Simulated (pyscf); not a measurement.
Four-centre exchange: HO–Si(OH)(OH)–F + ammonia (NH₃) → water (H₂O) + H₂N–Si(OH)(OH)–F

Gas phase, singlet surface, charge 0. Bonds broken: O1–Si2, N9–H10. Bonds formed: O1–H10, Si2–N9. Single points on ωB97X-D3(BJ)/def2-SVP structures (PySCF, gas phase).

Transition state (Å):

```xyz
12

O      0.5992     1.7052    -0.6999
Si    -0.8546     0.4868    -0.3936
O     -0.5202    -0.2299    -1.9020
O     -2.4351     0.8561    -0.7916
F     -0.3552    -0.7875     0.5216
H      0.6778     2.1185    -1.5696
H      0.1808    -0.8883    -1.8641
H     -2.6687     0.4305    -1.6256
N     -0.9017     1.6626     1.0447
H      0.1656     2.2345     0.1211
H     -1.8248     2.0715     1.1781
H     -0.5977     1.2569     1.9286
```

One imaginary mode, 496i cm⁻¹; descent along it reached the two sides named, in the forms told below.

```tsv
bond	change	reactant side (Å)	saddle	product side
O1–Si2	breaks	1.678	1.921	3.3
N9–H10	breaks	1.021	1.523	2.004
O1–H10	forms	2.287	1.069	0.980
Si2–N9	forms	2.069	1.858	1.740
```

Electronic energies relative to the separated reactants (kJ/mol):

| level | barrier | reaction energy | reverse barrier |
|---|---|---|---|
| ωB97X-D3(BJ)/def2-TZVP | 119.5 | +42.7 | 76.8 |
| PBE/def2-TZVP | 107.4 | +44.1 | 63.2 |
| r²SCAN/def2-TZVP | 114.3 | +47.8 | 66.5 |
| B3LYP-D3(BJ)/def2-TZVP | 126.0 | +45.5 | 80.5 |
| PBE0-D3(BJ)/def2-TZVP | 110.9 | +42.5 | 68.3 |
| M06-2X/def2-TZVP | 120.2 | +46.0 | 74.2 |
| ωB97M-D3(BJ)/def2-TZVP | 120.5 | +44.4 | 76.1 |
| HF/def2-TZVP | 206.0 | +52.6 | 153.4 |

With ωB97M-D3(BJ)/def2-TZVP energies and thermal terms (ideal gas, 1 atm, RRHO with modes under 100 cm⁻¹ raised to 100, one conformer, R ln 2 for chiral ones without a mode under 150 cm⁻¹), in kJ/mol:

```tsv
T (K)	ΔH‡	ΔG‡	ΔH	ΔG
298	121.0	172.4	+43.4	+42.9
600	120.4	225.0	+44.5	+42.0
900	122.3	276.9	+45.1	+40.7
1200	125.1	328.0	+45.4	+39.2
```

On the reactant side the descent ends in an adduct with a N–Si contact, 35.4 kJ/mol under the separated species and 154.8 kJ/mol under the saddle at ωB97X-D3(BJ)/def2-TZVP. On the product side the descent ends in a bound adduct (not fully relaxed), 40.1 kJ/mol under the separated species and 116.9 kJ/mol under the saddle at ωB97X-D3(BJ)/def2-TZVP. What is counted as formed (N–Si) is already present as a longer contact in the reactant adduct; forming that adduct is a step of its own. One saddle was located; it need not be the lowest between these sides.
